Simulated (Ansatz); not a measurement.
Zinc-blende MgS (metastable phase), treated with LC-ωPBE (Ansatz, a quantum-chemistry and plane-wave program, PAW).

Numerical settings: plane-wave cutoff 460 eV, 8×8×8 k mesh, Fermi–Dirac smearing 0.01 eV, scalar-relativistic PAW data made under PBE.

On both sides of the equilibrium volume: at 21.698 Å³/atom the pressure is 1.84 GPa and the direct gap at Γ 9.781 eV; at 22.678 Å³/atom they are -1.05 GPa and 9.516 eV. The fitted bulk modulus is 63.9 GPa.

Q: Work out the volume deformation potential of this gap and its pressure coefficient, in two ways.

A: a_V = dE_g/d ln V = (9.516 − 9.781)/ln(22.678/21.698) = -6.00 eV. Since dP = −B d ln V, dE_g/dP = −a_V/B = 94 meV/GPa. Straight from the pressures: (9.781 − 9.516)/(1.84 − (-1.05)) = 92 meV/GPa. At this level and over this range the gap at Γ widens under pressure.
